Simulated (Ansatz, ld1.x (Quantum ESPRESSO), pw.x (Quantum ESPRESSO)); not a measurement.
Equation-of-state test of one TM potential (V (Z = 23))

ld1.x (Quantum ESPRESSO) 7.5 input, shortened:

```
&input
   title='V', zed=23., rel=1, dft='PBE', iswitch=3,
   config='[Ar] 3d3 4s2 4p0'
 /
 &inputp
   pseudotype=2, tm=.true., lloc=-2, rcloc=1.95,
   nlcc=.true., rcore=1.20
 /
3
4S  1  0   2.00   0.00  1.95  1.95  0.0
4P  2  1   0.00   0.00  2.85  2.85  0.0
3D  3  2   3.00   0.00  1.22  1.22  0.0
 &test
   configts(1)='3d3 4s2 4p0'
 /
```

Atomic tests: cutoffs needed: 120 Ry and 140 Ry (the cutoffs (Ry, on a coarse ladder) from which the occupation-weighted sum of valence levels, in a spherical-Bessel basis at the reference potential, stays within 10 and 1 mRy of its value at 400 Ry); ghost test: no extra level below or beside the all-electron valence levels (s, p, d, f tested) (spherical-Bessel basis up to 400 Ry, 20 bohr box); configuration tests: 2 of 7 tests not solved or not reliable.

Crystal test: bcc V in pw.x 7.5, no spin, 15³ k-points, Fermi–Dirac smearing 0.01 Ry, cutoffs 170/680 Ry. The reference is all-electron LAPW (Ansatz 0.2.0) with the same functional, mesh and smearing; V0 and B0 come from Birch–Murnaghan fits to the pressures at five volumes. Errors are pseudo minus all-electron; Δ is the rms difference of the E(V) curves that follow from these fits, minima aligned, over ±6 % about the mean V0. Mesh and smearing are coarse, so the numbers serve the comparison and aren't converged zero-temperature values; the lattice is a test structure that the element need not adopt.

| V (Å³/atom) | P all-electron (GPa) | P pseudo (GPa) |
| --- | --- | --- |
| 12.758 | 11.27 | 7.94 |
| 13.093 | 5.78 | 2.73 |
| 13.429 | 0.92 | -1.88 |
| 13.765 | -3.39 | -5.96 |
| 14.100 | -7.21 | -9.57 |

All-electron: a0 = 3.000 Å (V0 = 13.50 Å³/atom), B0 = 179.4 GPa.

Pseudopotential: mean pressure error (GPa): -2.82; a0 (Å): 2.984; a0 error (%): -0.52; B0 error (%): +0.6; Δ (meV/atom): 8.3. The largest radius (2.85 bohr) exceeds half the bond length (2.45 bohr), so the spheres overlap, which is one possible source of error among others. This is a poor potential for the solid. Atomic configuration tests: 2 of 7 tests not solved or not reliable.

At the middle volume, how do free energy and pressure move when the wave cutoff is lowered (ecutrho kept at four times it)?

```
cutoff (Ry)  shift of F (meV/atom)  shift of P (GPa)
         76                +3701.7           -151.08
        102                 +463.1            -34.82
        136                   +6.5             -1.17
```

The run at the middle volume (120 k-points, 7 iterations) took about 71 s on one core of a shared host (Intel(R) Xeon(R) Platinum 8259CL CPU @ 2.50GHz, 96 threads, 755 GiB, load 74).
